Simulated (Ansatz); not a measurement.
C2H4 beside HCN: one fragment in the basis of the whole pair (the partner's atoms are ghosts).

The input file, in.yaml:

```yaml
crystal:
  periodic: [false, false, false]
  atoms:
    - {symbol: C, position_ang: [0.575508, 0.414516, -1.186648]}
    - {symbol: C, position_ang: [-0.600705, -0.193943, -1.231769]}
    - {symbol: H, position_ang: [1.506048, -0.138709, -1.258430]}
    - {symbol: H, position_ang: [0.655869, 1.492046, -1.088540]}
    - {symbol: H, position_ang: [-1.531377, 0.360528, -1.172024]}
    - {symbol: H, position_ang: [-0.681295, -1.270196, -1.342696]}
basis:
  gaussian:
    orbitals: "def2-TZVPPD.json"
    ghost_atoms:
      - {symbol: C, position_ang: [0.025066, -0.219271, 2.402917]}
      - {symbol: N, position_ang: [0.035847, -0.319529, 3.544608]}
      - {symbol: H, position_ang: [0.015041, -0.125544, 1.332580]}
hamiltonian: {xc: {name: B97M-V}}
```

The basis file named in the input lies beside it (Basis Set Exchange, JSON).

Run by:

```bash
ansatz run in.yaml --threads 4 --pin off --events-out ev --progress --plain --max-ram 9574MiB
```

Output of Ansatz 0.2.0:

```
Functional definition: B97M-V
  name "B97M-V"
  cite "Mardirossian & Head-Gordon, J. Chem. Phys. 142, 074111 (2015) doi:10.1063/1.4907719"
  cite "Becke, J. Chem. Phys. 107, 8554 (1997) doi:10.1063/1.475007"
  cite "Vydrov & Van Voorhis, J. Chem. Phys. 133, 244103 (2010) doi:10.1063/1.3521275"
  # Of w^i u^j: cxij and so on, Table III.
  parameter cx00 = 1.000
  parameter cx01 = 1.308
  parameter cx02 = 1.901
  parameter cx10 = 0.416
  parameter cx11 = 3.070
  parameter css00 = 1.000
  parameter css02 = -1.855
  parameter css10 = -5.668
  parameter css32 = -20.497
  parameter css42 = -20.364
  parameter cos00 = 1.000
  parameter cos01 = 1.573
  parameter cos03 = -6.298
  parameter cos10 = 2.535
  parameter cos32 = -6.427
  parameter b = 6.0
  parameter c = 0.01
  gx(w, u) = cx00 + cx01*u + cx02*u^2 + (cx10 + cx11*u)*w
  gss(w, u) = css00 + css02*u^2 + css10*w + (css32*w^3 + css42*w^4)*u^2
  gos(w, u) = cos00 + cos01*u + cos03*u^3 + cos10*w + cos32*w^3*u^2
  exchange = spin_sum(e_x_unif_s*gx(b97_w, b97_u_x))
  correlation = spin_sum(e_c_pw_mod_same_spin*gss(b97_w, b97_u_same))
      + integral(e_c_pw_mod_opposite_spin*gos(b97_w_opposite, b97_u_opposite)) + vv10(b, c)
969 factors; their error is unknown
mean field evaluation 1: about -2133.4828 eV, gradient 4.8e1 eV
mean field evaluation 2: about -2128.7599 eV, gradient 6.2e1 eV
mean field evaluation 4: about -2139.3057 eV, gradient 5.0e-1 eV
mean field evaluation 8: about -2139.2876 eV, gradient 5.6e-1 eV
mean field evaluation 16: about -2139.2880 eV, gradient 8.8e-5 eV
mean field -2139.28797523 eV, -78.6173830282 hartree, gradient 8.8e-5 eV, S^2 0.000000; 0 other end points of the search recorded, 0 dependent functions left out
reference -2139.28803180 eV, -78.6173851071 hartree; 8, 8 occupied and 225, 225 virtual orbitals, 969 factors
Total energy: -2139.28803180 eV, -78.6173851071 hartree
```

The lines “mean field evaluation” count trial sets of orbitals through the whole run, from several starts and some on an approximate energy, so they need not fall steadily or lie above the final value.

The run took about 4.7 s on 4 CPU threads of an Arm Neoverse V1 (shared host).
